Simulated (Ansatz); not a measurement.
BH3SSi: where a starting geometry ends

The starting geometry of this gas-phase singlet was optimised with GFN2-xTB; its bonds are those of `B1[SiH2]S1`.

```xyz
6

B     0.3831   -0.1152    0.8117
S     1.3415   -1.0868   -0.2814
Si   -0.6700   -0.1911   -0.7756
H    -1.5501   -1.2992   -1.1356
H    -0.4787    0.6650   -1.9428
H     0.5752    0.2269    1.9029
```

Q: Predict what it relaxes into with PBE0-D4/def2-TZVP.

A: It keeps its bonds, and is `B1[SiH2]S1`.

The energy falls by 0.13 eV over 7 steps:

```csv
step,E − E(last) (eV)
1,0.129
2,0.020
3,0.006
4,0.001
5,0.000
6,0.000
7,0.000
```

Final geometry (Å):

```yaml
atoms:
  - { symbol: B, position_ang: [0.3885, -0.1144, 0.8211] }
  - { symbol: S, position_ang: [1.3522, -1.0943, -0.2855] }
  - { symbol: Si, position_ang: [-0.5749, -0.2729, -0.8468] }
  - { symbol: H, position_ang: [-1.6128, -1.2974, -1.1070] }
  - { symbol: H, position_ang: [-0.5079, 0.7272, -1.9376] }
  - { symbol: H, position_ang: [0.5558, 0.2513, 1.9349] }
```

Frequencies at the end are all real (lowest 448 cm⁻¹). Run with Ansatz 0.2.0, 10 s on 2 threads of Arm Neoverse V1, with other jobs on the host.
